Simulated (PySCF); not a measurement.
Magnetisability: SMILES FC1CNC1, C₃H₆FN

Cartesian coordinates in Å; atom numbers follow the order of the lines, from 1:
```xyz
11

F     0.062    1.466    1.680
C     0.058    1.126    0.355
C     1.040    0.000    0.011
N    -0.077   -0.944   -0.033
C    -1.057    0.142   -0.018
H     0.129    2.053   -0.235
H     1.794   -0.201    0.791
H     1.562    0.172   -0.950
H    -0.109   -1.581   -0.823
H    -1.525    0.381   -0.992
H    -1.852    0.046    0.741
```

Theory: GIAO B3LYP/6-311G** magnetisability, rotational g tensor and spin-rotation constants, non-relativistic, gas phase in PySCF. Geometry: PBE0-D3(BJ)/def2-SVP.

**Question.** How diamagnetic is it, and how anisotropic?

**Answer.** Isotropic -680 × 10⁻³⁰ J/T², or -40.9 × 10⁻⁶ cm³/mol; principal values -758, -705, -575 × 10⁻³⁰ J/T², anisotropy 163 × 10⁻³⁰ J/T² (root of half the summed squared differences of the principal values). The susceptibility is in cgs units.

**Question.** Split it along the inertial axes a, b, c into diamagnetic and paramagnetic parts about the centre of mass, with the quadrupole moment.

**Answer.** 
| axis | χ (10⁻⁶ cm³/mol) | diamagnetic (10⁻⁶ cm³/mol) | paramagnetic (10⁻⁶ cm³/mol) | summed x² of all electrons (Å²) | quadrupole Θ (D Å) |
| --- | --- | --- | --- | --- | --- |
| a | -44.6 | -197.4 | 152.8 | 55.6 | -0.62 |
| b | -42.4 | -303.2 | 260.7 | 30.7 | +2.01 |
| c | -35.7 | -365.9 | 330.2 | 15.9 | -1.39 |

Anisotropies 2χaa − χbb − χcc = -11.1 and 2χbb − χaa − χcc = -4.6 × 10⁻⁶ cm³/mol. Θ is traceless in Buckingham's convention.

**Question.** And the rotational g tensor?

**Answer.** 
```
axis  rotational constant (GHz)        g  nuclear part  electronic part
   a                     9.7363  -0.0354        0.6635          -0.6990
   b                     4.7380  -0.0255        0.5548          -0.5804
   c                     3.8602  -0.0293        0.5695          -0.5988
```
Asymmetric top; isotopes 12C, 19F, 1H, 14N; no vibrational averaging.
